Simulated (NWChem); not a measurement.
## Correlation energy of methyl formate (C₂H₄O₂)

```xyz
8

C     -1.3748    -0.3031     0.1031
O     -0.0616    -0.8209     0.2551
C      0.9305     0.0230    -0.0131
O      0.8004     1.1597    -0.3652
H     -1.5542     0.0098    -0.9363
H     -2.0599    -1.1132     0.3778
H     -1.5314     0.5666     0.7583
H      1.9011    -0.4932     0.1413
```
Charge 0, spin multiplicity 1.

Everything below was run with NWChem. All single points use one geometry, from PBE0/def2-SVP, a minimum by its harmonic frequencies. It is one conformer; others weren't searched.

Basis set: STO-3G. Each correlation energy counts from its own Hartree-Fock reference.

The correlated methods keep 4 core orbitals frozen. Coupled-cluster values serve here as a point of comparison, not as the truth.

Task: For the correlation energy, CR-CCSD(T) gives -251.5 mHa and SCS-MP2 gives -214.1 mHa. What do CCSD(T), CCSDT, MP2 give?

Result: CCSD(T): -252.9 mHa; CCSDT: -253.8 mHa; MP2: -205.1 mHa.
